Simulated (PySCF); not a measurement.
# SiN₂H₆: electronic structure in real space

Aim: take SiN₂H₆ and analyse its density (charges, bond critical points, surface potential), see where an electron leaves and enters and measure its response to a uniform field.

Method: levels as typed in each script, gas phase, geometry from GFN2-xTB; program: PySCF 2.14.0.

## 1. The starting structure

SMILES `N[SiH2]N`, 9 atoms, charge 0, spin multiplicity 1.

Bond lengths: N1–Si2 1.725 Å, N1–H4 1.006 Å, N1–H5 1.008 Å, Si2–N3 1.724 Å, Si2–H6 1.469 Å, Si2–H7 1.469 Å, N3–H8 1.006 Å, N3–H9 1.008 Å. Angles: Si2–N1–H4 117.7°, Si2–N1–H5 117.3°, H4–N1–H5 109.6°, N1–Si2–N3 103.1°, N1–Si2–H6 104.1°, N1–Si2–H7 117.8°, N3–Si2–H6 117.8°, N3–Si2–H7 104.1°, H6–Si2–H7 110.3°, Si2–N3–H8 117.7°, Si2–N3–H9 117.4°, H8–N3–H9 109.6°.

Coordinates:

```xyz
9
H6N2Si
N    -1.3499   -0.5323   -0.0448
Si    0.0000    0.5400    0.0000
N     1.3498   -0.5324    0.0448
H    -2.2698   -0.1258   -0.0809
H    -1.3480   -1.3061    0.6007
H    -0.1699    1.3787   -1.1937
H     0.1700    1.3788    1.1934
H     2.2698   -0.1258    0.0808
H     1.3479   -1.3062   -0.6006
```

## 2. Density, bond paths and surface potential (B3LYP/def2-svpd)

The input, input.py:

```python
import numpy as np
from pyscf import gto, scf, dft
from pyscf.scf import atom_ks, atom_hf
from scipy.linalg import block_diag

def solve(mol, dm0=None, hcore=None):
    mf = (dft.UKS if mol.spin else dft.RKS)(mol, xc='b3lyp')
    mf.grids.level = 3
    mf = mf.density_fit(auxbasis='def2-universal-jkfit')
    mf.conv_tol, mf.max_cycle = 1e-8, 80
    if hcore is not None:
        mf.get_hcore = lambda *args: hcore
    mf.kernel(dm0)
    if not mf.converged:
        mf = mf.newton().run(mf.mo_coeff, mf.mo_occ, max_cycle=30)
    assert mf.converged, 'SCF not converged'
    return mf

mol = gto.M(atom='''
N     -1.34989    -0.53233    -0.04480
Si     0.00004     0.53995     0.00003
N      1.34983    -0.53237     0.04479
H     -2.26982    -0.12575    -0.08089
H     -1.34802    -1.30609     0.60068
H     -0.16995     1.37868    -1.19367
H      0.16996     1.37884     1.19339
H      2.26977    -0.12582     0.08081
H      1.34793    -1.30622    -0.60059
''', basis='def2-svpd', charge=0, spin=0, verbose=4)
mf = solve(mol)
mf.analyze()
# spherically averaged free atoms, for the promolecule
atm = atom_ks.get_atm_nrks(mol, xc='b3lyp')
pro = block_diag(*[(atm[a[0]][2] * atm[a[0]][3]) @ atm[a[0]][2].T for a in mol._atom])
np.savez('result.npz', e=mf.e_tot, c=mf.mo_coeff, occ=mf.mo_occ, eps=mf.mo_energy, pro=pro, dip=mf.dip_moment(verbose=0), s2=mf.spin_square()[0])
```

Run with:

```
> OMP_NUM_THREADS=1 python input.py
```

## 4. Removing and adding an electron (B3LYP/def2-svpd)

The input, input.py:

```python
import numpy as np
from pyscf import gto, scf, dft
from pyscf.scf import atom_ks, atom_hf
from scipy.linalg import block_diag

def solve(mol, dm0=None, hcore=None):
    mf = (dft.UKS if mol.spin else dft.RKS)(mol, xc='b3lyp')
    mf.grids.level = 3
    mf = mf.density_fit(auxbasis='def2-universal-jkfit')
    mf.conv_tol, mf.max_cycle = 1e-8, 80
    if hcore is not None:
        mf.get_hcore = lambda *args: hcore
    mf.kernel(dm0)
    if not mf.converged:
        mf = mf.newton().run(mf.mo_coeff, mf.mo_occ, max_cycle=30)
    assert mf.converged, 'SCF not converged'
    return mf

mol = gto.M(atom='''
N     -1.34989    -0.53233    -0.04480
Si     0.00004     0.53995     0.00003
N      1.34983    -0.53237     0.04479
H     -2.26982    -0.12575    -0.08089
H     -1.34802    -1.30609     0.60068
H     -0.16995     1.37868    -1.19367
H      0.16996     1.37884     1.19339
H      2.26977    -0.12582     0.08081
H      1.34793    -1.30622    -0.60059
''', basis='def2-svpd', charge=0, spin=0, verbose=4)
mf = solve(mol)
out = dict(e0=mf.e_tot, dm0=mf.make_rdm1(), c=mf.mo_coeff, occ=mf.mo_occ, eps=mf.mo_energy)
for name, dq, spin in [('cation', 1, 1)]:
    ion = mol.copy().set(charge=mol.charge + dq, spin=spin).build()
    mi = solve(ion)
    if spin and dq > 0 and mol.nao < 130:
        c, _, stable, _ = mi.stability(return_status=True)
        if not stable:
            mi = solve(ion, mi.make_rdm1(c, mi.mo_occ))
    print(name, 'vertical energy change / eV', (mi.e_tot - mf.e_tot) * 27.211386)
    out.update({'e_' + name: mi.e_tot, 'dm_' + name: mi.make_rdm1(), 's2_' + name: mi.spin_square()[0], 'eps_' + name: mi.mo_energy, 'occ_' + name: mi.mo_occ})
# spherically averaged free atoms, for the promolecule
atm = atom_ks.get_atm_nrks(mol, xc='b3lyp')
pro = block_diag(*[(atm[a[0]][2] * atm[a[0]][3]) @ atm[a[0]][2].T for a in mol._atom])
np.savez('result.npz', pro=pro, **out)
```

## 6. Response to an electric field (B3LYP/def2-svpd)

The input, input.py:

```python
import numpy as np
from pyscf import gto, scf, dft
from pyscf.scf import atom_ks, atom_hf
from scipy.linalg import block_diag

def solve(mol, dm0=None, hcore=None):
    mf = (dft.UKS if mol.spin else dft.RKS)(mol, xc='b3lyp')
    mf.grids.level = 3
    mf = mf.density_fit(auxbasis='def2-universal-jkfit')
    mf.conv_tol, mf.max_cycle = 1e-8, 80
    if hcore is not None:
        mf.get_hcore = lambda *args: hcore
    mf.kernel(dm0)
    if not mf.converged:
        mf = mf.newton().run(mf.mo_coeff, mf.mo_occ, max_cycle=30)
    assert mf.converged, 'SCF not converged'
    return mf

mol = gto.M(atom='''
N     -1.34989    -0.53233    -0.04480
Si     0.00004     0.53995     0.00003
N      1.34983    -0.53237     0.04479
H     -2.26982    -0.12575    -0.08089
H     -1.34802    -1.30609     0.60068
H     -0.16995     1.37868    -1.19367
H      0.16996     1.37884     1.19339
H      2.26977    -0.12582     0.08081
H      1.34793    -1.30622    -0.60059
''', basis='def2-svpd', charge=0, spin=0, verbose=4)
field = np.array([0.004, 0.0, 0.0])  # atomic units
mol.set_common_orig(mol.atom_charges() @ mol.atom_coords() / mol.atom_charges().sum())
mf = solve(mol)
out = dict(dm0=mf.make_rdm1(), d0=mf.dip_moment(unit='AU'), e0=mf.e_tot)
for name, sign in (('p', 1), ('m', -1)):
    h = mf.get_hcore() + sign * np.einsum('x,xij->ij', field, mol.intor('int1e_r'))
    mi = solve(mol, mf.make_rdm1(), h)
    out.update({'dm' + name: mi.make_rdm1(), 'd' + name: mi.dip_moment(unit='AU'), 'e' + name: mi.e_tot})
# spherically averaged free atoms, for the promolecule
atm = atom_ks.get_atm_nrks(mol, xc='b3lyp')
pro = block_diag(*[(atm[a[0]][2] * atm[a[0]][3]) @ atm[a[0]][2].T for a in mol._atom])
np.savez('result.npz', pro=pro, **out)
```

(Steps that only read results are left out.)

**Question.** What will these runs give? Wanted: dipole moment; HOMO, LUMO; vertical ionisation energy; polarisability along the field.

**Answer**, as computed:

| quantity | value |
| --- | --- |
| dipole moment (B3LYP/def2-svpd) | 0.26 D |
| HOMO, LUMO (B3LYP/def2-svpd) | -7.14, 0.35 eV |
| vertical ionisation energy (B3LYP/def2-svpd) | 9.50 eV |
| polarisability along the field (B3LYP/def2-svpd) | 47.6 bohr³ |

What this shows: At B3LYP/def2-svpd: The highest Hirshfeld charge is on Si2 (+0.39 e), the lowest on N1 and N3 (−0.29 e). The ionisation energy from two SCF runs, 9.50 eV, lies 2.4 eV above −ε(HOMO) = 7.14 eV of the same level, B3LYP/def2-svpd, since self-interaction lifts this functional's HOMO. The geometry was not optimised at these levels.
